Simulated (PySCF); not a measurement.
Structure with atom numbers: `[CH3:1][P:2]([CH3:3])(=[O:4])[OH:5]`; H(Xn) means a hydrogen on atom n.

- σ from GIAO-B97-2/pcSseg-2
- coordinates at the PBE0-D3(BJ)/def2-TZVP level
- program: PySCF 2.14
- equivalent nuclei averaged, no solvent, non-relativistic, single conformer

References, each an isolated molecule treated in the same way: TMS for 13C (σref 185.38), 1H (σref 31.64); 31P (σref 317.21) vs H3PO4; 17O (σref 327.66) against H2O.

```json
{"atoms": "P2", "nucleus": "31P", "count": "1", "δ (ppm)": "?"}
{"atoms": "C1/C3", "nucleus": "13C", "count": "2", "δ (ppm)": "18.3"}
{"atoms": "O5", "nucleus": "17O", "count": "1", "δ (ppm)": "107.8"}
{"atoms": "H(C1)/H(C3)", "nucleus": "1H", "count": "6", "δ (ppm)": "?"}
{"atoms": "H(O5)", "nucleus": "1H", "count": "1", "δ (ppm)": "2.57"}
{"atoms": "O4", "nucleus": "17O", "count": "1", "δ (ppm)": "143.7"}
```

Problem. Estimate the values marked ?.

Solution. 
- H(C1)/H(C3): 1.26 ppm, hydrogen on a methyl carbon bonded to P
- P2: 46.4 ppm, phosphorus bonded to 2 C, 2 O

OH/NH shifts are gas-phase values; hydrogen bonding in solution moves them, usually downfield. Shifts are as computed. Against solution values, carbons near 30 ppm lie about +3 ppm off and those near 130 ppm about +7 ppm. Of 1211 compounds with measured shifts, 218 miss one by over three times the rms of a fit or turn the order of signals round; such compounds aren't used in these exercises. Experimental scales use liquid or dissolved standards, which lie at an offset from isolated H2O (liquid H2O: subtract about 36 ppm) and H3PO4.
